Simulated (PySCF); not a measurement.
Breaking a bond: OH, doublet.

- UKS-BLYP = unrestricted BLYP/6-31G run with PySCF 2.14.0
- ROKS-PBE0 = PySCF with restricted open-shell PBE0/6-31G
- UKS-wB97X-V = unrestricted wB97X-V/6-31G run with PySCF

Energies are in kcal/mol, each relative to the lowest point of its own curve near equilibrium.

| R / Å | UKS-BLYP | ROKS-PBE0 | UKS-wB97X-V |
|---|---|---|---|
| 0.73 | 72.9 | 68.4 | 69.3 |
| 0.77 | 47.7 | 43.7 | 44.4 |
| 0.82 | 25.9 | 22.7 | 23.3 |
| 0.88 | 10.3 | 8.2 | 8.5 |
| 0.92 | 4.5 | 3.0 | 3.2 |
| 0.95 | 1.8 | 0.9 | 1.0 |
| 0.97 | … | 0.2 | 0.3 |
| 1.00 | 0.0 | 0.0 | 0.0 |
| 1.03 | 0.1 | 0.7 | 0.6 |
| 1.06 | … | 2.0 | 1.9 |
| 1.12 | … | 6.3 | 6.1 |
| 1.21 | … | 15.2 | 15.0 |
| 1.31 | 21.3 | 26.9 | 26.8 |
| 1.45 | 36.0 | 44.1 | 44.0 |
| 1.62 | 53.0 | 64.3 | 62.7 |
| 1.74 | 63.2 | 77.5 | 72.2 |
| 1.96 | 76.8 | 98.9 | 82.6 |
| 2.16 | 84.3 | 115.1 | 87.4 |
| 2.37 | 89.0 | 129.0 | 90.0 |
| 2.64 | 92.5 | … | 91.5 |
| 2.92 | 94.4 | 153.4 | 92.2 |
| 3.42 | 95.8 | 165.4 | 92.7 |
| 3.87 | 96.2 | … | 92.8 |

Problem. Fill in the missing entries.

Solution. 
- 0.97, UKS-BLYP: 0.8
- 1.06, UKS-BLYP: 0.9
- 1.12, UKS-BLYP: 4.1
- 1.21, UKS-BLYP: 11.4
- 2.64, ROKS-PBE0: 142.9
- 3.87, ROKS-PBE0: 171.4

The unrestricted determinant behind UKS-BLYP is spin-contaminated at 1.74 to 3.87 Å (<S²> up to 1.7, against 0.75 for a pure doublet). At the longest distance ROKS-PBE0 leaves fractional charges on the fragments, a sign of delocalisation error or of the restricted form. The unrestricted determinant behind UKS-wB97X-V is spin-contaminated at 1.62 to 3.87 Å (<S²> up to 1.8, against 0.75 for a pure doublet).
